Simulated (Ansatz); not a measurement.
A made-up structure of BSiNH₅ (charge +1), singlet:

B1  (-0.912, 0.056, -0.712)
N2  (0.081, 0.795, 0.187)
Si3  (0.396, -1.087, 0.146)
H4  (-1.806, 0.478, -1.355)
H5  (-0.517, -1.015, -0.853)
H6  (-0.302, 1.257, 1.014)
H7  (1.700, -1.324, -0.495)
H8  (0.131, -1.630, 1.488)
(Å)

It is relaxed with PBE-D4/def2-SVP and then PBE0-D4/def2-TZVP (Ansatz 0.2.0). Atoms count as bonded within 1.22 times the sum of their covalent radii (H–H: 0.88 Å). The end point is not checked to be a true minimum.

Q: Does its bonding change? (A judgement: the text doesn't fix the answer.)

A: Computed: No: no bond forms or breaks.

Where it ends: The first stage lowers the energy by 2.75 eV in 8 steps. It ends as BSiNH₅ ([H]1[BH]2[NH][SiH2]12), total charge +1:
B1  (-0.978, 0.170, -0.675)
N2  (-0.144, 0.597, 0.315)
Si3  (0.532, -0.982, 0.313)
H4  (-1.855, 0.505, -1.388)
H5  (-0.638, -1.126, -0.885)
H6  (-0.042, 1.485, 0.784)
H7  (1.799, -1.194, -0.398)
H8  (0.097, -1.925, 1.352)
(Å)

Labels in which every atom is bracketed show which atoms are joined, not bond orders.

For scale, one of the runs: PBE0-D4/def2-TZVP relaxation, 129 basis functions, launched by `ansatz run in.yaml --threads 2 --pin off --events-out ev --progress --plain --max-ram 4352MiB`. The run took about 15 s on 2 CPU threads of an Arm Neoverse V2 (shared host).
